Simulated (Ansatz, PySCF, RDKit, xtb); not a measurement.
# Which structure has the formula BSiH3S?, part 2 of 2

Task: start from the formula BSiH3S, draw up candidate structures, narrow them down in stages, and characterise the one that lies lowest at 298.15 K.

xtb, Ansatz and PySCF; isolated molecules.

### 11 c479a at CCSD(T)/def2-TZVPP

Contents of input.yaml:

```yaml
basis:
  gaussian: {orbitals: def2-TZVPP}
crystal:
  periodic: [false, false, false]
  atoms:
    - {symbol: B, position_ang: [0.388523, -0.114364, 0.821100]}
    - {symbol: S, position_ang: [1.352248, -1.094312, -0.285548]}
    - {symbol: Si, position_ang: [-0.574876, -0.272895, -0.846828]}
    - {symbol: H, position_ang: [-1.612814, -1.297396, -1.106980]}
    - {symbol: H, position_ang: [-0.507899, 0.727243, -1.937626]}
    - {symbol: H, position_ang: [0.555832, 0.251300, 1.934947]}
correlation: {method: ccsd_t, frozen_orbitals: {S: 5, H: 0, Si: 5, B: 1}}
```

Launch:

```sh
$ ansatz run input.yaml --threads 2 --pin off --max-ram 4350MiB --events-out events.jsonl --progress --plain --runs-dir runs
```

Log, shortened:

```text
Warning: RAYON_NUM_THREADS=2 ignored (pool sized by the plan → 2); use --threads N
Functional definition: HF
  name "HF"
[...]
903 factors; integrals over basis functions are off by at most 8.2e-4 eV
[...]
mean field -19399.67068153 eV, -712.9247479771 hartree, gradient 3.2e-6 eV, S^2 0.000000; 0 other end points of the search recorded, 0 dependent functions left out
11 core orbitals not correlated: weight in the atoms' cores, before any rotation towards them, 1.000 or more for the frozen orbitals, at most 0.000 for the correlated occupied ones
reference -19399.67068153 eV, -712.9247479771 hartree; 8, 8 occupied and 138, 138 virtual orbitals, 903 factors
second order -10.65629440 eV of doubles, -0.00000000 eV of singles
cycle   1  -11.28065812 eV  change   -6.2e-1 eV  update   9.0e-2
[...]
cycle  10  -11.69809178 eV  change    1.7e-5 eV  update   1.1e-5
perturbative correction -0.59509962 eV, -0.0218695078 hartree
Total energy: -19411.96387293 eV, -713.3765144286 hartree
```

It took 13 s on 2 threads of Arm Neoverse V1, shared host; peak memory 0.99 GiB.

### 12 Putting it together

Energies in kcal/mol from c273a; G adds the thermal terms to the CCSD(T)/def2-TZVPP energy. The columns left of the relaxed level are at the tight-binding geometries.

```csv
label,SMILES,spin,GFN2-xTB,HF/STO-3G,r2SCAN-D4/def2-SVP,PBE0-D4/def2-TZVP,HF/def2-TZVPP,MP2/def2-TZVPP,CCSD(T)/def2-TZVPP,G,share at equilibrium,T1
c273a,[SiH3]B=S,singlet,0.0,0.0,0.0,0.0,0.0,0.0,0.0,0.0,100.0 %,0.018
c479a,B1[SiH2]S1,singlet,-1.0,23.0,6.0,0.9,9.4,5.1,6.5,7.1,< 0.1 %,0.017
c324a,[BH3][Si][S] ‡,singlet,-14.1,47.3,16.9,11.9,28.0,16.5,17.8,17.9,< 0.1 %,0.018
```

‡ marks the bonded skeleton alone, with all bonds drawn single: no Lewis structure was assigned that passes a check against the bond lengths.

Lowest found: c273a, `[SiH3]B=S`, a singlet of point group C3v. Bond lengths: B1–S2 1.604 Å, B1–Si3 1.986 Å, Si3–H4 1.485 Å, Si3–H5 1.485 Å, Si3–H6 1.485 Å. Angles: S2–B1–Si3 180.0°, B1–Si3–H4 109.1°, B1–Si3–H5 109.1°, B1–Si3–H6 109.1°, H4–Si3–H5 109.8°, H4–Si3–H6 109.8°, H5–Si3–H6 109.8°.

```xyz
6

B     0.9354   -1.1038    0.0058
S     2.1664   -2.0810    0.3259
Si   -0.5887    0.1055   -0.3903
H    -1.6364   -0.0764    0.6457
H    -0.1106    1.5109   -0.3803
H    -1.1405   -0.2283   -1.7274
```

### 13 Density, orbitals and dipole (PBE0/def2-TZVPD)

Contents of input.yaml:

```yaml
crystal:
  periodic: [false, false, false]
  atoms:
    - {symbol: B, position_ang: [0.935386, -1.103832, 0.005763]}
    - {symbol: S, position_ang: [2.166395, -2.080980, 0.325940]}
    - {symbol: Si, position_ang: [-0.588717, 0.105522, -0.390257]}
    - {symbol: H, position_ang: [-1.636378, -0.076403, 0.645658]}
    - {symbol: H, position_ang: [-0.110561, 1.510896, -0.380306]}
    - {symbol: H, position_ang: [-1.140515, -0.228309, -1.727376]}
basis:
  gaussian:
    orbitals: def2-TZVPD
hamiltonian:
  xc: {name: PBE0}
output:
  forces: true
  orbitals: {seedname: orbitals}
```

Launch:

```sh
$ ansatz run input.yaml --threads 2 --pin off --max-ram 4350MiB --events-out events.jsonl --progress --plain --runs-dir runs
```

Log, shortened:

```text
Warning: RAYON_NUM_THREADS=2 ignored (pool sized by the plan → 2); use --threads N
Functional definition: PBE0
  name "PBE0"
[...]
929 factors; their error is unknown
[...]
mean field -19430.93368537 eV, -714.0736421776 hartree, gradient 3.2e-5 eV, S^2 0.000000; 0 other end points of the search recorded, 0 dependent functions left out
[...]
reference -19430.93372607 eV, -714.0736436730 hartree; 19, 19 occupied and 134, 134 virtual orbitals, 929 factors
Total energy: -19430.93372607 eV, -714.0736436730 hartree
Atom 0 at     0.935386    -1.103832     0.005763 Å, force    -0.003943     0.002859    -0.000791 eV/Å
Atom 1 at     2.166395    -2.080980     0.325940 Å, force     0.020091    -0.015752     0.005055 eV/Å
Atom 2 at    -0.588717     0.105522    -0.390257 Å, force    -0.012477     0.009946    -0.003295 eV/Å
Atom 3 at    -1.636378    -0.076403     0.645658 Å, force    -0.002045     0.000481     0.000943 eV/Å
Atom 4 at    -0.110561     1.510896    -0.380306 Å, force    -0.000219     0.002212    -0.000194 eV/Å
Atom 5 at    -1.140515    -0.228309    -1.727376 Å, force    -0.001406     0.000253    -0.001717 eV/Å
Dipole moment:    -0.278130     0.220754    -0.072323 e Å
```

Wall time 2.6 s (2 threads of Arm Neoverse V1, shared host).

### 14 Frequencies after a tight-binding relaxation (GFN2-xTB)

Contents of start.xyz:

```xyz
6
c273a
B      0.935386    -1.103832     0.005763
S      2.166395    -2.080980     0.325940
Si    -0.588717     0.105522    -0.390257
H     -1.636378    -0.076403     0.645658
H     -0.110561     1.510896    -0.380306
H     -1.140515    -0.228309    -1.727376
```

Launch:

```sh
$ xtb start.xyz --gfn 2 --ohess tight
```

Log, shortened:

```text
* xtb version 6.7.1
[...]
          :  # basis functions                  27          :
[...]
          :  # electrons                        16          :
[...]
          :  Hamiltonian                  GFN2-xTB          :
[...]
          :  net charge                          0          :
          :  unpaired electrons                  0          :
[...]
   *** convergence criteria satisfied after 13 iterations ***
[...]
   *** GEOMETRY OPTIMIZATION CONVERGED AFTER 4 ITERATIONS ***
[...]
   *** convergence criteria satisfied after 3 iterations ***
[...]
         ::                     SUMMARY                     ::
         :::::::::::::::::::::::::::::::::::::::::::::::::::::
         :: total energy              -7.734231698795 Eh    ::
         :: gradient norm              0.000161395528 Eh/a0 ::
         :: HOMO-LUMO gap              3.920912017993 eV    ::
         ::.................................................::
         :: SCC energy                -7.810249053671 Eh    ::
         :: -> isotropic ES            0.027081190880 Eh    ::
         :: -> anisotropic ES          0.002243645459 Eh    ::
         :: -> anisotropic XC          0.003144439986 Eh    ::
         :: -> dispersion             -0.003418475820 Eh    ::
         :: repulsion energy           0.076017354876 Eh    ::
         :: add. restraining           0.000000000000 Eh    ::
         :: total charge              -0.000000000000 e     ::
         :::::::::::::::::::::::::::::::::::::::::::::::::::::
[...]
         8        2.0000           -0.4098494             -11.1526 (HOMO)
         9                         -0.2657586              -7.2317 (LUMO)
[...]
     #   Z          covCN         q      C6AA      α(0)
     1   5          1.845     0.207    37.727    12.937
     2  16          0.904    -0.257   150.047    20.719
     3  14          3.692     0.389    99.988    19.153
     4   1          0.917    -0.113     6.044     3.845
     5   1          0.917    -0.113     6.044     3.845
     6   1          0.917    -0.113     6.044     3.845
[...]
          | TOTAL ENERGY               -7.734231698795 Eh   |
          | TOTAL ENTHALPY             -7.700261380304 Eh   |
          | TOTAL FREE ENERGY          -7.732588763186 Eh   |
          | GRADIENT NORM               0.000161395623 Eh/α |
[...]
```

Run time: 0.079 s. Hardware: 2 threads of Arm Neoverse V1, shared host.

### 15 Electronic excitations (TD-B3LYP/def2-SVPD)

An in-house driver calls PySCF's response routines at TD-B3LYP/def2-SVPD; it has no typed input.

Log:

```text
coarse grid: 6200 points
cycle   1  E = -714.0662841705  dE =  5.042e-02  |g| = 2.300e-01  |ddm| = 2.874e+00
cycle   2  E = -714.0216877352  dE =  4.460e-02  |g| = 4.319e-01  |ddm| = 8.674e-01
cycle   3  E = -714.0824968524  dE = -6.081e-02  |g| = 8.983e-02  |ddm| = 5.653e-01
cycle   4  E = -714.0853093469  dE = -2.812e-03  |g| = 1.963e-02  |ddm| = 1.304e-01
cycle   5  E = -714.0854488647  dE = -1.395e-04  |g| = 1.667e-03  |ddm| = 3.000e-02
cycle   6  E = -714.0854501646  dE = -1.300e-06  |g| = 3.470e-04  |ddm| = 4.381e-03
final grid: 51000 points
cycle   7  E = -714.1622536323  dE = -3.534e-06  |g| = 8.301e-04  |ddm| = 3.044e-02
cycle   8  E = -714.1622529136  dE =  7.187e-07  |g| = 1.669e-03  |ddm| = 3.312e-03
cycle   9  E = -714.1622538666  dE = -9.529e-07  |g| = 1.787e-04  |ddm| = 2.004e-03
cycle  10  E = -714.1622538787  dE = -1.213e-08  |g| = 2.732e-05  |ddm| = 3.257e-04
cycle  11  E = -714.1622538789  dE = -2.611e-10  |g| = 4.261e-06  |ddm| = 6.003e-05
converged SCF energy = -714.1622538789

Static polarisability (au): isotropic 64.799, principal 52.449 52.449 89.497

Singlet excitations
state   eV       nm        f      main configurations
  1   4.8489    255.7   0.00000   H->L 0.44, H-1->L+1 0.44
  2   5.0328    246.4   0.00014   H-1->L+1 0.35, H->L 0.35, H->L+1 0.14
  3   5.0329    246.3   0.00014   H-1->L 0.35, H->L+1 0.35, H-1->L+1 0.14
  4   6.5022    190.7   0.00029   H-2->L 0.97
  5   6.5023    190.7   0.00029   H-2->L+1 0.97
  6   7.0669    175.4   0.73429   H->L+1 0.37, H-1->L 0.37
  7   7.2333    171.4   0.03728   H->L+2 0.96
  8   7.2333    171.4   0.03728   H-1->L+2 0.96

Triplet excitations (Tamm-Dancoff, eV): 4.0416 4.3555 4.3555
```

It took 3.6 s on 2 threads of Arm Neoverse V1, shared host.

The roots found:

```csv
excited state,energy (eV),strength
1,4.849,0.0000
2,5.033,0.0001
3,5.033,0.0001
4,6.502,0.0003
5,6.502,0.0003
6,7.067,0.7343
7,7.233,0.0373
8,7.233,0.0373
```

### 16 NMR shieldings (GIAO PBE0/pcSseg-1)

An in-house driver calls PySCF's response routines at GIAO PBE0/pcSseg-1; it has no typed input.

Log:

```text
coarse grid: 6200 points
cycle   1  E = -713.9767100210  dE =  6.603e-02  |g| = 2.267e-01  |ddm| = 2.225e+00
cycle   2  E = -713.9347362059  dE =  4.197e-02  |g| = 4.336e-01  |ddm| = 6.623e-01
cycle   3  E = -713.9943016205  dE = -5.957e-02  |g| = 6.529e-02  |ddm| = 4.447e-01
cycle   4  E = -713.9955807984  dE = -1.279e-03  |g| = 1.903e-02  |ddm| = 8.572e-02
cycle   5  E = -713.9957023830  dE = -1.216e-04  |g| = 1.069e-03  |ddm| = 2.073e-02
cycle   6  E = -713.9957026691  dE = -2.860e-07  |g| = 2.235e-04  |ddm| = 2.426e-03
final grid: 51000 points
cycle   7  E = -714.0135432005  dE = -1.121e-06  |g| = 5.449e-03  |ddm| = 1.746e-02
cycle   8  E = -714.0135111916  dE =  3.201e-05  |g| = 1.124e-02  |ddm| = 1.519e-02
cycle   9  E = -714.0135521741  dE = -4.098e-05  |g| = 3.966e-04  |ddm| = 1.084e-02
cycle  10  E = -714.0135522284  dE = -5.428e-08  |g| = 4.898e-05  |ddm| = 5.108e-04
cycle  11  E = -714.0135522290  dE = -6.006e-10  |g| = 1.162e-05  |ddm| = 5.896e-05
converged SCF energy = -714.0135522290

GIAO shielding tensors (ppm)
atom      isotropic    diamagn.    paramagn.     s11        s22        s33       span
  0 B       35.816     204.397    -168.581    -58.371    -58.371    224.189    282.560
  1 S      320.720    1060.860    -740.140    -15.207    -15.198    992.563   1007.770
  2 Si     468.850     878.575    -409.725    466.794    469.869    469.887      3.093
  3 H       27.784      27.350       0.434     24.612     25.894     32.845      8.233
  4 H       27.784      27.440       0.344     24.612     25.893     32.846      8.234
  5 H       27.784      27.182       0.602     24.613     25.894     32.846      8.234
```

It took 2.7 s on 2 threads of Arm Neoverse V1, shared host.

Isotropic shieldings, averaged over atoms that the bond graph makes equivalent (absolute, not shifts):

```csv
atoms,shielding (ppm)
B1,35.8
S2,320.7
Si3,468.9
"H4, H5, H6",27.78
```

### 17 The cation at the same geometry (PBE0/def2-TZVPD)

Contents of input.yaml:

```yaml
crystal:
  periodic: [false, false, false]
  atoms:
    - symbol: B
      position_ang: [0.935386, -1.103832, 0.005763]
    - symbol: S
      position_ang: [2.166395, -2.080980, 0.325940]
    - symbol: Si
      position_ang: [-0.588717, 0.105522, -0.390257]
    - symbol: H
      position_ang: [-1.636378, -0.076403, 0.645658]
    - symbol: H
      position_ang: [-0.110561, 1.510896, -0.380306]
    - symbol: H
      position_ang: [-1.140515, -0.228309, -1.727376]
basis:
  gaussian:
    orbitals: def2-TZVPD
total_charge: 1
magnetization:
  spin_polarized: true
  initial_magnetization: 1
hamiltonian:
  xc: pbe0
```

Launch:

```sh
$ ansatz run input.yaml --threads 2 --pin off --max-ram 4350MiB --events-out events.jsonl --progress --plain --runs-dir runs
```

Log:

```text
Warning: RAYON_NUM_THREADS=2 ignored (pool sized by the plan → 2); use --threads N
Functional definition: PBE0
  name "PBE0"
  parameter a = 0.25
  parameter kappa = 0.804
  parameter beta = 0.06672455060314922
  exchange = (1 - a)*pbe_x(kappa = kappa, mu = beta*pi^2/3) + a*exact_x
  correlation = pbe_c(beta = beta)
929 factors; their error is unknown
mean field evaluation 1: about -19418.1206 eV, gradient 1.9e1 eV
mean field evaluation 2: about -19417.6967 eV, gradient 2.0e1 eV
mean field evaluation 4: about -19420.2746 eV, gradient 1.0e0 eV
mean field evaluation 8: about -19420.2837 eV, gradient 9.1e-2 eV
mean field evaluation 16: about -19420.3151 eV, gradient 3.2e-4 eV
mean field evaluation 32: about -19420.3152 eV, gradient 1.1e-2 eV
mean field evaluation 64: about -19420.3153 eV, gradient 5.4e-3 eV
mean field -19420.31516135 eV, -713.6834186172 hartree, gradient 2.2e-6 eV, S^2 0.756137; 4 other end points of the search recorded, 0 dependent functions left out
reference -19420.31519577 eV, -713.6834198822 hartree; 19, 18 occupied and 134, 135 virtual orbitals, 929 factors
Total energy: -19420.31519577 eV, -713.6834198822 hartree
```

It took 92 s on 2 threads of Arm Neoverse V1, shared host; peak memory 0.5 GiB.

Difference from the parent: 10.62 eV.

### 18 The anion at the same geometry (PBE0/def2-TZVPD)

Contents of input.yaml:

```yaml
crystal:
  periodic: [false, false, false]
  atoms:
    - {symbol: B, position_ang: [0.935386, -1.103832, 0.005763]}
    - {symbol: S, position_ang: [2.166395, -2.080980, 0.325940]}
    - {symbol: Si, position_ang: [-0.588717, 0.105522, -0.390257]}
    - {symbol: H, position_ang: [-1.636378, -0.076403, 0.645658]}
    - {symbol: H, position_ang: [-0.110561, 1.510896, -0.380306]}
    - {symbol: H, position_ang: [-1.140515, -0.228309, -1.727376]}
basis:
  gaussian: {orbitals: def2-TZVPD}
total_charge: -1
magnetization: {spin_polarized: true, initial_magnetization: 1}
hamiltonian: {xc: pbe0}
scf: {lower_state_search: off}
```

Launch:

```sh
$ ansatz run input.yaml --threads 2 --pin off --max-ram 4350MiB --events-out events.jsonl --progress --plain --runs-dir runs
```

Log, shortened:

```text
Warning: RAYON_NUM_THREADS=2 ignored (pool sized by the plan → 2); use --threads N
Functional definition: PBE0
  name "PBE0"
[...]
929 factors; their error is unknown
[...]
mean field -19430.85200075 eV, -714.0706403230 hartree, gradient 4.3e-6 eV, S^2 0.754849; 0 other end points of the search recorded, 0 dependent functions left out
reference -19430.85204512 eV, -714.0706419536 hartree; 20, 19 occupied and 133, 134 virtual orbitals, 929 factors
Total energy: -19430.85204512 eV, -714.0706419536 hartree
Checks for a lower state left out: stability, starts, cluster_reference, orbital_swaps, neighbouring_geometries, increment
```

Wall time 14 s (2 threads of Arm Neoverse V1, shared host); peak memory 0.51 GiB.

Parent less the species with the added electron: -0.08 eV. The extra electron isn't bound at this geometry, so the number measures the basis, not the molecule.

### 19 The triplet at the same geometry (PBE0/def2-TZVPD)

Changes to input.yaml since step 18:

```diff
@@ -10,6 +10,8 @@
 basis:
-  gaussian: {orbitals: def2-TZVPD}
-total_charge: -1
-magnetization: {spin_polarized: true, initial_magnetization: 1}
-hamiltonian: {xc: pbe0}
-scf: {lower_state_search: off}
+  gaussian:
+    orbitals: def2-TZVPD
+magnetization:
+  spin_polarized: true
+  initial_magnetization: 2
+hamiltonian:
+  xc: pbe0
```

Launch:

```sh
$ ansatz run input.yaml --threads 2 --pin off --max-ram 4350MiB --events-out events.jsonl --progress --plain --runs-dir runs
```

Log, shortened:

```text
Warning: RAYON_NUM_THREADS=2 ignored (pool sized by the plan → 2); use --threads N
Functional definition: PBE0
  name "PBE0"
[...]
929 factors; their error is unknown
[...]
mean field -19426.83738294 eV, -713.9231058396 hartree, gradient 3.7e-6 eV, S^2 2.011161; 10 other end points of the search recorded, 0 dependent functions left out
reference -19426.83742535 eV, -713.9231073982 hartree; 20, 18 occupied and 133, 135 virtual orbitals, 929 factors
Total energy: -19426.83742535 eV, -713.9231073982 hartree
```

It took 85 s on 2 threads of Arm Neoverse V1, shared host; peak memory 0.51 GiB.

It lies 4.10 eV above the singlet.

### 20 Stability of the closed-shell solution (PBE0/def2-SVP)

Contents of geometry.xyz:

```xyz
6
BH3SSi
B      0.935386    -1.103832     0.005763
S      2.166395    -2.080980     0.325940
Si    -0.588717     0.105522    -0.390257
H     -1.636378    -0.076403     0.645658
H     -0.110561     1.510896    -0.380306
H     -1.140515    -0.228309    -1.727376
```

Contents of calc.py:

```python
# [SiH3]B=S
from pyscf import gto, dft

mol = gto.M(
    atom='geometry.xyz',
    verbose=3,
    max_memory=3100,
    basis='def2-svp',
)

mf = dft.RKS(mol)
mf.xc = 'pbe0'
mf = mf.density_fit(auxbasis='def2-universal-jkfit')
mf.grids.level = 3
mf.max_cycle = 100
mf.kernel()
if not mf.converged:
    mf = mf.newton().run(mf.mo_coeff, mf.mo_occ)

etot = mf.e_tot
print('Final energy', etot)
mo_i, mo_e, stable_i, stable_e = mf.stability(internal=True, external=True, return_status=True)
print('stable: internal', stable_i, 'external', stable_e)
```

Launch:

```sh
$ OMP_NUM_THREADS=2 python calc.py
```

Log:

```text
converged SCF energy = -713.811127264452
Final energy -713.8111272644517
<class 'pyscf.df.df_jk.DFRKS'> wavefunction is stable in the internal stability analysis
<class 'pyscf.df.df_jk.DFRKS'> wavefunction is stable in the real -> complex stability analysis
<class 'pyscf.df.df_jk.DFRKS'> wavefunction is stable in the RHF/RKS -> UHF/UKS stability analysis
stable: internal True external True
```

Wall time 21 s (2 threads of Arm Neoverse V1, shared host).

### 21 Summary of results

What follows sums up all 2 parts.

| quantity | value |
| --- | --- |
| lowest structure found | [SiH3]B=S, singlet, C3v |
| next finalist | B1[SiH2]S1, singlet, 7.1 kcal/mol higher in G |
| share at equilibrium, among the finalists | 100.0 % |
| funnel | 45 starts, 23 minima at GFN2-xTB, 11 screening runs, 2 rescued, 3 relaxed, 3 ranked |
| CPU time of all runs | 19 min |
| harmonic wavenumbers, lowest and highest (PBE0-D4/def2-TZVP) | 212 and 2244 cm⁻¹ |
| rotational constants, same geometry | 2.834, 0.07923 cm⁻¹ |
| dipole moment (PBE0/def2-TZVPD) | 1.74 D |
| HOMO energy (PBE0/def2-TZVPD) | -8.41 eV |
| LUMO energy (PBE0/def2-TZVPD) | -1.71 eV |
| HOMO–LUMO gap (PBE0/def2-TZVPD) | 6.70 eV |
| lowest excitation (TD-B3LYP/def2-SVPD) | 4.85 eV (f = 0.000) |
| lowest triplet excitation, same level, Tamm-Dancoff | 4.04 eV |
| vertical ionisation energy | 10.62 eV |
| vertical electron affinity | -0.08 eV (unbound: the value depends on the basis) |
| vertical triplet less singlet | +4.10 eV |

In words: `[SiH3]B=S` comes out lowest. Among the finalists first place is clear (7.1 kcal/mol); structures outside the list aren't covered. HF/STO-3G, r2SCAN-D4/def2-SVP, PBE0-D4/def2-TZVP, HF/def2-TZVPP and MP2/def2-TZVPP already put its bonding pattern lowest among the structures in one piece; GFN2-xTB favours the singlet [BH3][Si][S] ‡. The largest share of the time went into the vibrations (22 %). Lowest found is not proven lowest: the search is finite, and each finalist counts with one conformer. Patterns outside the rules of the enumeration were met only by chance.

‡ marks the bonded skeleton alone, with all bonds drawn single: no Lewis structure was assigned that passes a check against the bond lengths.
